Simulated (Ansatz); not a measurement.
Molecule (SMILES): C#C (C2H2).
Atoms: C1, C2, H3, H4. Bonds: C1-C2, C1-H4, C2-H3.

Basis-set convergence of the harmonic zero-point energy at B3LYP with Ansatz (a program for electronic structure). Each level at its own minimum, finite differences of forces, unscaled; the reference is a large set that could be run, not a limit. Cartesian d functions, on some or all atoms, in 6-31G*, 6-31+G*; all else is spherical. The program fits the integrals of some runs and decomposes those of others, by size. No added dispersion term, no relativity. Reference: the value in aug-pcseg-2, 16.97 kcal/mol. Deviations are taken from unrounded values.

```
basis        functions  harmonic zero-point energy (kcal/mol)
-----------  ---------  -------------------------------------
6-31G*              34                                  16.71
6-31+G*             42                                  16.79
cc-pVDZ             38                                  16.91
aug-cc-pVDZ         64                                  16.54
def2-SVP            38                                  17.06
def2-SVPD           56                                  16.88
pcseg-1             38                                  16.96
aug-pcseg-1         64                                  16.78
6-311G**            48                                  16.93
6-311+G**           56                                  16.96
def2-TZVP           74                                  16.83
def2-TZVPD          92                                  16.94
cc-pVTZ             88                                  16.93
aug-cc-pVTZ        138                                  16.96
pcseg-2             88                                  16.97
aug-pcseg-2        138                                  16.97
def2-TZVPP          90                                  16.96
def2-TZVPPD        108                                  16.97
```

What the diffuse functions change, pair by pair:
- 6-31G* to 6-31+G*: 8 more functions, deviation -0.26 to -0.18 kcal/mol
- cc-pVDZ to aug-cc-pVDZ: 26 more functions, deviation -0.06 to -0.43 kcal/mol
- def2-SVP to def2-SVPD: 18 more functions, deviation 0.09 to -0.10 kcal/mol
- pcseg-1 to aug-pcseg-1: 26 more functions, deviation -0.01 to -0.19 kcal/mol
- 6-311G** to 6-311+G**: 8 more functions, deviation -0.04 to -0.01 kcal/mol
- def2-TZVP to def2-TZVPD: 18 more functions, deviation -0.14 to -0.03 kcal/mol
- cc-pVTZ to aug-cc-pVTZ: 50 more functions, deviation -0.04 to -0.01 kcal/mol
- pcseg-2 to aug-pcseg-2: 50 more functions, deviation 0.00 to 0.00 kcal/mol
- def2-TZVPP to def2-TZVPPD: 18 more functions, deviation -0.01 to 0.00 kcal/mol

Leaving out the reference's own pair, they bring the value nearer the reference by more than 0.01 kcal/mol in 4 of 8 pairs.
